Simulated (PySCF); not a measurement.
Identify the compound

An unknown has the formula C3H4. Its calculated NMR data are:

$^{1}$H NMR (400 MHz, computed): δ 4.89 (s, 4H).

$^{13}$C{$^{1}$H} NMR (computed): δ 224.9 (C), 77.4 (CH2, 2C).

PySCF 2.14.0 with density-fitted response routines calculation with B3LYP/pcJ-1 coupling constants, geometry from GFN2-xTB and σ from GIAO-PBE0/pcSseg-1; one averaged value for each set of equivalent atoms, no relativistic terms, one conformer, no solvent model.

Referencing at the same level of theory: $^{1}$H, $^{13}$C against TMS.

Choose the structure that fits.
A. C#CC
B. C=C=C
C. C1=CC1

Answers

B. 

Rings plus π bonds: 2 (no ring in the answer). 2 carbon signals for 3 carbons: some carbons are equivalent by symmetry or fast rotation. Carbon types of the structure: 1 × C, 2 × CH2, which accounts for all hydrogens. δC 224.9: central carbon of an allene; the central sp carbon of an allene is among the most deshielded carbons of hydrocarbons. δC 77.4: terminal carbon of a cumulated C=C=C unit. δH 4.89: hydrogen on a terminal carbon of a cumulated C=C=C unit; a vinylic proton, deshielded by the sp2 carbon and the C=C anisotropy.

The others: C#CC would give 3 carbon signals, not 2; C1=CC1 would give 2 signals for carbon-bound and other non-exchanging H, not 1.

Shifts are as computed. Against solution values, carbons near 30 ppm lie about +3 ppm off and those near 130 ppm about +5 ppm. Of 1211 compounds with measured shifts, 218 miss one by over three times the rms of a fit or turn the order of signals round; such compounds aren't used in these exercises.
